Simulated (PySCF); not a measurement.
Gas-phase reaction: 4 NH3 + 2 Si2N = 4 H2SiNH + N2

Computed with PySCF and rigid-rotor harmonic-oscillator thermochemistry at 1 bar. † marks an energy on the PBE0/def2-TZVP geometry and frequencies; other levels use their own. Open shells (unrestricted): Si2N (multiplicity 2); the rest are closed-shell singlets. Spin-orbit splitting is ignored; it lowers the true energy and changes the entropy of Si2N. B3LYP is the form with VWN-RPA correlation. H2SiNH: computed as isolated molecules; such fragments, hydroxides, amides, oligomers or adducts are transient or little studied in the gas.

ωB97X-V/def2-TZVP† gives ΔH°(298 K) = 8 kJ.

**Question.** What do PBE/def2-SVP, BLYP/def2-TZVP†, B3LYP/def2-TZVP† give?

**Answer.** PBE/def2-SVP: 64 kJ; BLYP/def2-TZVP†: 68 kJ; B3LYP/def2-TZVP†: 77 kJ. For scale, ΔH°(298 K) is 8 kJ at this level, 61 kJ at ωB97M-V/def2-TZVP†, and runs from -513 to 111 kJ over the 14 levels computed.
